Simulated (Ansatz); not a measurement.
We consider fcc Pb, described by r²SCAN+rVV10 (Ansatz, a first-principles code, PAW).

Run with plane-wave cutoff 560 eV, 20×20×20 k mesh, Fermi–Dirac smearing 0.05 eV, scalar-relativistic PAW data made under PBE.

Pressure at four volumes; x = ln(V/30.398 Å³). One pressure is withheld.

| V (Å³/atom) | x | P (GPa) |
|---|---|---|
| 28.574 | -0.0619 | 3.45 |
| 30.398 | 0.0000 | 0.00 |
| 31.614 | 0.0392 | -1.69 |
| 32.222 | 0.0583 | ? |

Question: Pass a parabola P(x) through the three rows shown, estimate the bulk modulus and its pressure derivative near zero pressure, and predict the withheld pressure.

Answer: Slopes between the rows: (0.00 − (3.45))/(0.0000 − (-0.0619)) = -55.74 and (-1.69 − (0.00))/(0.0392 − (0.0000)) = -43.11 GPa. Their difference over the span 0.1011 is c = 12.63/0.1011 = 124.9 GPa, so P(x) = 3.45 + (-55.74)(x − (-0.0619)) + 124.9 (x − (-0.0619))(x − (0.0000)). At the middle row B = −dP/dx = −[-55.74 + 124.9 × 0.0619] = 48.0 GPa, and B′ = dB/dP = 2c/B = 5.2. At x = 0.0583 the parabola gives -2.37 GPa; the run gives -2.39 GPa. The Birch–Murnaghan fit to the energies at all volumes has B0 = 47.6 GPa and B′ = 5.1.

Measured, for comparison: bulk modulus 47 GPa (corrected for temperature and zero-point phonon effects; as tabulated in Levämäki et al. (2014), arXiv:1402.3671). Computed (rounded) less measured: bulk modulus +1 %.

Spin–orbit coupling is not included; it can shift volumes and moduli of such heavy elements.
